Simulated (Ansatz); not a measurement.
A calculation on CaB6-type LaB6 returned lattice constant a 4.153 Å, bulk modulus 180 GPa.

For reference: lattice constant a 4.157 Å (measured, 296 K, not corrected to a static lattice; as tabulated in Tsubota and Kitagawa (2017), doi:10.1038/s41598-017-15766-y); bulk modulus 164 ± 2 GPa (measured, room temperature, no zero-point or thermal correction, isothermal; as tabulated in LaB6 under pressure, Phys. Rev. B 80, 172104 (doi 10.1103/PhysRevB.80.172104)).

Q: Which level of theory produced these numbers?
(A) r²SCAN+SOC (Ansatz, a first-principles code)
(B) LDA (Ansatz)
(C) PBEsol+SOC (Ansatz)
(D) PBEsol (Ansatz)

A: A, r²SCAN+SOC (Ansatz)

The others give: PBEsol+SOC 4.130 Å, 180 GPa; PBEsol 4.130 Å, 180 GPa; LDA 4.098 Å, 189 GPa.

Unless a cell is named, each level is at its own relaxed cell (LDA 9.83, PBEsol 10.06, PBEsol+SOC 10.06, r²SCAN+SOC 10.23 Å³/atom).

Ansatz's density-functional and Hartree–Fock values are scalar-relativistic unless marked +SOC, with PAW data made under PBE.
